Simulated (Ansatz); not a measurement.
Geometry optimisation, RKS revPBE-D4/def2-SVP in Ansatz.

input.yaml

```yaml
crystal:
  periodic: [false, false, false]
  atoms:
    - { symbol: Si, position_ang: [0.0, 0.0, 0.0] }
    - { symbol: H, position_ang: [0.0, 0.0, 1.81] }
    - { symbol: H, position_ang: [1.3768, 0.0, -0.4862] }
    - { symbol: H, position_ang: [-0.6877, 1.1914, -0.4862] }
    - { symbol: H, position_ang: [-0.6877, -1.1914, -0.4862] }
    - { symbol: Si, position_ang: [-2.3914, 0.0, 0.7946] }
    - { symbol: H, position_ang: [-3.1794, -0.9102, -0.0313] }
    - { symbol: H, position_ang: [-2.4426, -0.4389, 2.1861] }
    - { symbol: H, position_ang: [-2.9397, 1.3491, 0.69] }
    - { symbol: H, position_ang: [-0.9452, 0.0, 1.8966] }
basis:
  gaussian: { orbitals: def2-SVP }
hamiltonian:
  xc: revpbe
  dispersion: d4
relax:
  f_tol: 0.15
  max_steps: 25
  restrain:
    - { distance: [0, 5], at: 2.22, k: 30.0 }
    - { distance: [9, 1], at: 0.66, k: 30.0 }
    - { distance: [0, 1], at: 2.66, k: 30.0 }
    - { distance: [9, 5], at: 2.66, k: 30.0 }
output:
  orbitals: {}
```

Run as:

```bash
$ ansatz run input.yaml --threads 1 --pin off --max-ram 2048MiB --backend cpu --events-out ev --progress --plain --runs-dir out
```

Where does it end, and by what steps?

The run converged. The restraints hold the end off the free minimum. After 11 steps the energy has fallen by 4.681 eV (the restraints' own energy left out); H4 moved furthest, 1.05 Å. Joined: H2–H10 (0.95 → 0.72 Å).

| step | energy less start (eV) | largest force component (eV/Å) | accepted |
| --- | --- | --- | --- |
| 0 | 0.0000 | 2.957 | yes |
| 1 | -0.6905 | 2.099 | yes |
| 2 | -1.0382 | 5.540 | yes |
| 3 | -2.2619 | 4.651 | yes |
| 4 | -3.4304 | 2.463 | yes |
| 5 | -4.0576 | 1.417 | yes |
| 6 | -4.3468 | 1.318 | yes |
| 7 | -4.4999 | 1.484 | yes |
| 8 | -4.5926 | 1.410 | yes |
| 9 | -4.6464 | 1.537 | yes |
| 10 | -4.6747 | 1.408 | yes |
| 11 | -4.6806 | 1.532 | yes |

```xyz
10
Properties=species:S:1:pos:R:3
Si -0.454 -0.129 -0.453
H -0.062 0.392 2.137
H 0.828 0.048 0.312
H -0.521 0.957 -1.497
H -0.372 -1.451 -1.176
Si -2.344 -0.070 0.782
H -3.496 -0.361 -0.148
H -2.360 -1.109 1.869
H -2.580 1.289 1.383
H -0.535 0.435 2.678
```

The run took 8.1 s on 1 thread of AMD EPYC 9R45 96-Core Processor (Zen 5), with other jobs on the host, peak memory 0.15 GiB.
